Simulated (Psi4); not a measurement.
**CH5BO (SMILES [H]B([H])OC): CISD/def2-SVP**

Aim: the energy of CH5BO. 

The calculation is run with Psi4 1.11.

2 further runs of the same task are left out: 2 set aside as unsound or not needed.

## Step 1: The system as given

CH5BO: 8 atoms, total charge 0, spin state singlet. As SMILES, `[H]B([H])OC`. The shape is that of a GFN2-xTB optimisation.

Bond lengths: B1–O4 1.321 Å, O4–C5 1.404 Å, B1–H2 1.183 Å, B1–H3 1.172 Å, C5–H6 1.092 Å, C5–H7 1.093 Å, C5–H8 1.094 Å. Angles: B1–O4–C5 124.9°, H2–B1–O4 122.5°, H3–B1–O4 115.3°, O4–C5–H6 108.6°, O4–C5–H7 108.8°, O4–C5–H8 111.9°, H2–B1–H3 122.2°, H6–C5–H7 108.8°, H6–C5–H8 109.5°, H7–C5–H8 109.3°.

## Step 2: A single-point energy at CISD/def2-SVP

Input file calc.inp:

```
memory 1600 MB

molecule m {
  B
  H 1 r2
  H 1 r3 2 a3
  O 1 r4 3 a4 2 d4
  C 4 r5 1 a5 3 d5
  H 5 r6 4 a6 1 d6
  H 5 r7 6 a7 4 d7
  H 5 r8 6 a8 7 d8

  r2 = 1.182545
  r3 = 1.172126
  a3 = 122.1684
  r4 = 1.320663
  a4 = 115.33431
  d4 = -179.82068
  r5 = 1.404303
  a5 = 124.9439
  d5 = -179.82088
  r6 = 1.092415
  a6 = 108.59756
  d6 = -126.18546
  r7 = 1.09293
  a7 = 108.78686
  d7 = 118.22131
  r8 = 1.093746
  a8 = 109.46483
  d8 = 119.37276
  units angstrom
}

set {
  scf_type pk
  freeze_core true
  basis_guess true
}

result, w = energy('cisd/def2-SVP', return_wfn=True)
```

Command:

```
$ psi4 -n 1 calc.inp calc.out
```

**Question.** What will come out? Wanted: total energy; HOMO energy; LUMO energy; HOMO–LUMO gap; correlation energy.

Answer, from the run:

Level: CISD/def2-SVP, 3 core orbitals frozen.

| quantity | value |
| --- | --- |
| total energy | -140.64567 Eh |
| HOMO energy (Hartree–Fock orbitals) | -12.21 eV |
| LUMO energy (Hartree–Fock orbitals) | 3.62 eV |
| HOMO–LUMO gap (Hartree–Fock orbitals) | 15.82 eV |
| correlation energy (3 core orbitals frozen) | -404.5 mEh |
